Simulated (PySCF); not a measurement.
Gas-phase reaction: 5 C₆H₆ ⇌ 6 C₄H₂ + 3 C₂H₆

Computed with PySCF and rigid-rotor harmonic-oscillator thermochemistry at 1 bar. Table values come from the NASA 1993 polynomials. After a fit of one offset per element over all species, the range-separated, M06-2X, PBE0/def2-QZVP and CCSD(T)/def2-TZVPP enthalpies, where run, lie to one side of the table for C₄H₂ (+23 kJ/mol): a fault of the table's entry, another state or a shared error of the levels is possible; this was not checked at source. † marks an energy on the PBE0/def2-TZVP geometry and frequencies; other levels use their own. MP2 and CCSD(T) freeze the core. 6-31G* has spherical d functions here. All species are closed-shell singlets. B3LYP is the form with VWN-RPA correlation. MP2 isn't extrapolated to the basis-set limit; its ΔH°(298 K) is 2179.5 kJ in def2-SVP and 2143.0 kJ in def2-TZVPP. CCSD(T) isn't extrapolated to the basis-set limit. The harmonic model lacks anharmonicity and excited electronic states, which grow with temperature; levels with a mode under 35 cm⁻¹ are left out. Internal rotation in C₂H₆ is treated as a harmonic vibration of one conformer, which makes the entropy rough. The table's entry may be an old estimate for C₄H₂ (not checked at source).

| level | ΔH°(298 K), kJ | minus table | ΔG°(2500 K), kJ |
|---|---|---|---|
| table | 2034.0 | - | -242.5 |
| B3LYP/def2-TZVP† | 2020.3 | -13.7 | -192.9 |
| CCSD(T)/def2-SVP† | 2147.8 | 113.8 | -65.4 |
| HF/6-31G* | 2134.2 | 100.2 | 9.7 |
| HF/def2-TZVP† | 2035.0 | 1.0 | -178.2 |
| M06-2X/def2-TZVP† | 2116.3 | 82.3 | -96.9 |
| MP2/def2-SVP† | 2179.5 | 145.5 | -33.7 |
| PBE/def2-TZVP† | 2151.0 | 117.0 | -62.1 |
| PBE0/def2-TZVP | 2297.8 | 263.8 | 84.6 |
| r2SCAN/def2-TZVP† | 2227.2 | 193.2 | 14.0 |
| LDA/def2-TZVP† | 2518.6 | 484.6 | 305.4 |
| ωB97X-V/def2-TZVP† | 2274.1 | 240.1 | 60.9 |
